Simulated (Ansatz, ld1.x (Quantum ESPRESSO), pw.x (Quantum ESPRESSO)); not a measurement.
# pw.x on diamond H: one setting changed

Potential: ultrasoft, ld1.x (Quantum ESPRESSO) 7.5, LDA (PW92); core none, reference 1s0.5; waves: 1s (bound): rcut 1.10, rcutus 1.30 bohr; 1s channel at -0.15 Ry: rcut 1.10, rcutus 1.30 bohr; 2p channel at 0.15 Ry: rc 1.30 bohr; local part: the p channel; core correction: none; augmentation: built from norm-conserving waves at rcut, not smoothed further.

The reference run (k-mesh 15³, cutoffs 40/600 Ry, Fermi–Dirac 0.01 Ry, mixing_beta 0.4, conv_thr 1e-9, no spin) gives -0.02 GPa at 3.337 Å³/atom, where all-electron LAPW gives 0.18 GPa. This run, with its own iteration cap, changes startingwfc to random.

```
&control
  calculation='scf', prefix='x', pseudo_dir='./', outdir='./tmp', tstress=.true., disk_io='none'
/
&system
  ibrav=0, nat=2, ntyp=1, ecutwfc=40, ecutrho=600, nbnd=8,
  occupations='smearing', smearing='fd', degauss=0.01
/
&electrons
  conv_thr=1e-09, mixing_beta=0.4, electron_maxstep=70, startingwfc='random'
/
ATOMIC_SPECIES
H 1.0 H.UPF
CELL_PARAMETERS angstrom
  0.00000000 1.49434911 1.49434911
  1.49434911 0.00000000 1.49434911
  1.49434911 1.49434911 0.00000000
ATOMIC_POSITIONS crystal
H 0.0000 0.0000 0.0000
H 0.2500 0.2500 0.2500
K_POINTS automatic
15 15 15 0 0 0
```

```bash
pw.x < H.scf.in > H.scf.out
```

Q: How does the run end?

A: It converges in 5 iterations; the free energy moves by +0.0 meV/atom and the pressure by +0.00 GPa. The result is that of the reference run.

```
Message from routine setup:
     using ibrav=0 with symmetry is DISCOURAGED, use correct ibrav instead
     lattice parameter (alat)  =       3.9936  a.u.
     unit-cell volume          =      45.0384 (a.u.)^3
     number of electrons       =         2.00
     number of Kohn-Sham states=            8
     kinetic-energy cutoff     =      40.0000  Ry
     charge density cutoff     =     600.0000  Ry
     scf convergence threshold =      1.0E-09
     Exchange-correlation= PW
     number of k points=   120  Fermi-Dirac smearing, width (Ry)=  0.0100
     iteration #  1     ecut=    40.00 Ry     beta= 0.40
     total energy              =      -2.20627632 Ry
     estimated scf accuracy    <       0.00032675 Ry
     iteration #  2     ecut=    40.00 Ry     beta= 0.40
     total energy              =      -2.20634971 Ry
     estimated scf accuracy    <       0.00011954 Ry
     iteration #  3     ecut=    40.00 Ry     beta= 0.40
     total energy              =      -2.20635227 Ry
     estimated scf accuracy    <       0.00000009 Ry
     iteration #  4     ecut=    40.00 Ry     beta= 0.40
     total energy              =      -2.20635228 Ry
     estimated scf accuracy    <          1.2E-09 Ry
     iteration #  5     ecut=    40.00 Ry     beta= 0.40
     the Fermi energy is     2.8692 ev
!    total energy              =      -2.20635228 Ry
     estimated scf accuracy    <          4.0E-13 Ry
     smearing contrib. (-TS)   =      -0.00034991 Ry
     The total energy is F=E-TS. E is the sum of the following terms:
     one-electron contribution =       0.91990493 Ry
     hartree contribution      =       0.11780362 Ry
     xc contribution           =      -1.33614408 Ry
     ewald contribution        =      -1.90756683 Ry
     convergence has been achieved in   5 iterations
          total   stress  (Ry/bohr**3)                   (kbar)     P=       -0.20
     Message from routine punch:
     Nothing written, as per user request (disk_io='none')
```

The run took about 1.7 s on one core of a shared host (Neoverse-V1, 32 threads, 247 GiB, load 18).
